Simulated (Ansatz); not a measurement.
Molecular dynamics of AlH$_{5}$OSi

Input file:

```yaml
crystal:
  periodic: [false, false, false]
  atoms:
    - { symbol: Al, position_ang: [0.637739, -0.178754, -0.767301] }
    - { symbol: O, position_ang: [0.40059, -0.157575, 1.126647] }
    - { symbol: Si, position_ang: [-0.236963, -0.270723, 2.709763] }
    - { symbol: H, position_ang: [-1.688224, -0.651897, 2.613262] }
    - { symbol: H, position_ang: [0.517734, -1.314585, 3.482521] }
    - { symbol: H, position_ang: [-0.09843, 1.056793, 3.398613] }
    - { symbol: H, position_ang: [1.558877, 0.170463, 0.677655] }
    - { symbol: H, position_ang: [-0.747526, -0.634422, -1.511859] }
basis:
  gaussian: { orbitals: def2-SVP }
hamiltonian:
  xc: pbe
  dispersion: d4
md:
  timestep: 0.5
  n_steps: 200
  ensemble: nve
  temperature: 100.0
  initial_velocities: maxwell_boltzmann
  seed: 10077
```

Command:

```bash
$ ansatz run input.yaml --threads 2 --pin off --max-ram 3072MiB --backend cpu --events-out ev --progress --plain --runs-dir out
```

It starts at the highest image of a converged band. Of that band: Neighbouring images differ by up to 2.7 eV, so the band resolves the path poorly. A vibrational analysis at the climbing image gives one clearly imaginary mode, 1293i cm⁻¹: a first-order saddle point.

Output, in part (step lines, the closing report, with atoms numbered from 0):

```
md step     0: t =     0.00 fs  T =   100.0 K  F+E_penalty+E_count = -16585.44620532 eV  E_kin = 0.077556 eV  conserved = -16585.36864932 eV  (25 SCF iters)
md step     1: t =     0.50 fs  T =    97.9 K  F+E_penalty+E_count = -16585.44459018 eV  E_kin = 0.075951 eV  conserved = -16585.36863925 eV  (29 SCF iters)
md step     2: t =     1.00 fs  T =    92.0 K  F+E_penalty+E_count = -16585.43997408 eV  E_kin = 0.071375 eV  conserved = -16585.36859958 eV  (29 SCF iters)
md step     3: t =     1.50 fs  T =    83.1 K  F+E_penalty+E_count = -16585.43300904 eV  E_kin = 0.064474 eV  conserved = -16585.36853464 eV  (29 SCF iters)
md step     4: t =     2.00 fs  T =    72.6 K  F+E_penalty+E_count = -16585.42473637 eV  E_kin = 0.056281 eV  conserved = -16585.36845506 eV  (29 SCF iters)
md step     5: t =     2.50 fs  T =    61.9 K  F+E_penalty+E_count = -16585.41642019 eV  E_kin = 0.048045 eV  conserved = -16585.36837533 eV  (29 SCF iters)
md step     6: t =     3.00 fs  T =    52.9 K  F+E_penalty+E_count = -16585.40932197 eV  E_kin = 0.041011 eV  conserved = -16585.36831078 eV  (22 SCF iters)
md step     7: t =     3.50 fs  T =    46.7 K  F+E_penalty+E_count = -16585.40446055 eV  E_kin = 0.036186 eV  conserved = -16585.36827420 eV  (22 SCF iters)
[... lines left out ...]
Total energy: -16585.58809615 eV, -609.5091204180 hartree
Atom 0 at     0.549650    -0.273962    -1.255696 Å, force     0.000513    -0.003115     0.213804 eV/Å
Atom 1 at     0.803063     0.197921     1.696257 Å, force     0.359074     0.106130     0.031325 eV/Å
Atom 2 at    -0.347144    -0.341609     2.794800 Å, force    -1.891722    -0.198526    -0.984014 eV/Å
Atom 3 at    -1.576294    -0.254062     1.877462 Å, force     0.205477    -0.122476     0.634689 eV/Å
Atom 4 at    -0.115714    -1.775154     3.155238 Å, force     0.100577    -0.072829     0.286032 eV/Å
Atom 5 at    -0.536313     0.548953     3.990661 Å, force     0.200548    -0.034548     0.087844 eV/Å
Atom 6 at     1.614569     0.239178     2.221165 Å, force     0.924986     0.240250    -0.344680 eV/Å
Atom 7 at    -0.804107    -1.251489    -0.921453 Å, force     0.100548     0.085114     0.075000 eV/Å
Dipole moment:     0.191113     0.009026     0.559525 e Å
```

The steps, from the saved trajectory:

```
time (fs)  T (K)  potential energy less start (eV)  conserved less start (meV/atom)
        0    100                             0.000                             0.00
        3     53                             0.037                             0.04
        6     61                             0.030                             0.02
        9     61                             0.030                             0.02
       12     67                             0.026                             0.05
       15    199                            -0.077                             0.02
       18    335                            -0.182                             0.01
       21    520                            -0.326                            -0.08
       24    465                            -0.283                             0.02
       27    434                            -0.260                            -0.07
       30    439                            -0.262                             0.04
       33    555                            -0.353                             0.01
       36    698                            -0.465                            -0.10
       39    621                            -0.404                             0.04
       42    474                            -0.290                             0.02
       45    466                            -0.284                            -0.04
       48    457                            -0.276                             0.11
       51    626                            -0.409                            -0.06
       54    699                            -0.465                            -0.06
       57    610                            -0.395                             0.08
       60    559                            -0.356                            -0.05
       63    466                            -0.284                             0.00
       66    471                            -0.287                             0.09
       69    591                            -0.381                            -0.08
       72    529                            -0.333                            -0.01
       75    445                            -0.267                             0.08
       78    350                            -0.194                            -0.03
       81    267                            -0.130                            -0.02
       84    242                            -0.110                             0.10
       87    296                            -0.152                             0.00
       90    412                            -0.243                            -0.07
       93    423                            -0.250                             0.06
       96    366                            -0.206                             0.00
       99    313                            -0.166                            -0.08
```

All steps were run. The conserved energy stayed within 0.15 meV per atom of its start (net change -0.1 meV per atom), so the integration is sound. The kinetic energy rose, since the run started high on the potential surface and went downhill. It ends in pieces (AlH + H4OSi), so much of that is their flight and rotation, not heat. A run of 0.1 ps of so small a system gives no equilibrium averages. The orbitals stay closed-shell, which can raise the energy where a bond breaks towards radicals; this wasn't checked here.

Between its relaxed ends the band would form O2–H7 and break Al1–H7. These pairs go: O2–H7 1.28 → 0.97 Å, Al1–H7 1.75 → 3.67 Å. In the last frame they stand as after the step (other bonds may differ from the relaxed reactants and products). Also parted: Al1–O2 1.91 → 3.00 Å. It ends as AlH + H4OSi. Pairs count as bonded within 1.25 times the sum of covalent radii (0.12 Å more for H–H).

Last frame:

```xyz
8
Properties=species:S:1:pos:R:3
Al 0.550 -0.274 -1.256
O 0.803 0.198 1.696
Si -0.347 -0.342 2.795
H -1.576 -0.254 1.877
H -0.116 -1.775 3.155
H -0.536 0.549 3.991
H 1.615 0.239 2.221
H -0.804 -1.252 -0.921
```

Time of the run: 100 s on 2 threads of Intel(R) Xeon(R) 6975P-C (Granite Rapids) (shared host), peak memory 0.14 GiB.
